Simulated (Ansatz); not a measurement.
C4H7FO can be A, `C=COC(C)F`, or B, `CC(C)(F)C=O`.

Isolated molecules relaxed with PBE0-D4/def2-TZVP in Ansatz; ΔE leaves out vibrations. CCSD(T)/CBS adds triple-zeta CCSD(T) − MP2 to the extrapolated MP2 energy (def2 sets, frozen cores). DFT in def2-TZVPP. B3LYP here is the variant with VWN-RPA as its local correlation; programs differ in this. One conformer a species, not always the lowest.

(1) Which is lower in electronic energy at CCSD(T)/CBS, and by how much? (An estimate is asked.)

(2) Give E(B) − E(A) in kcal/mol with B3LYP, B3LYP-D4, CCSD(T)/def2-TZVPP, BLYP-D4, PBE-D4, CCSD(T)/def2-SVP, HF/def2-TZVPP. (An estimate is asked.)

(3) Does the order hold for the free energy at 298.15 K (harmonic terms from PBE0-D4)? (Best estimate.)

Largest T1 diagnostic: 0.013.

Results:

(1) The calculation gave: B, by 12.4 kcal/mol.

(2) Computed: B3LYP -10.8, B3LYP-D4 -11.4, CCSD(T)/def2-TZVPP -12.8, BLYP-D4 -11.5, PBE-D4 -11.6, CCSD(T)/def2-SVP -14.8, HF/def2-TZVPP -12.3. None reverses the order clearly.

(3) Computed: Yes: G(B) − G(A) = -14.2 kcal/mol, for one conformer each. Modes under 60 cm⁻¹, often nearly free rotors, make the harmonic entropy too high.

Leaving LDA and LC-ωPBE aside and taking each functional with its dispersion term where it has one, the values, not all of them listed here, spread over 2.0 kcal/mol, from ωB97X-V to CAM-B3LYP-D4. LDA lies +3.0 kcal/mol from PBE without D4. At CCSD(T), def2-SVP lies −2.4 kcal/mol from the extrapolated value and def2-TZVPP −0.4 kcal/mol.
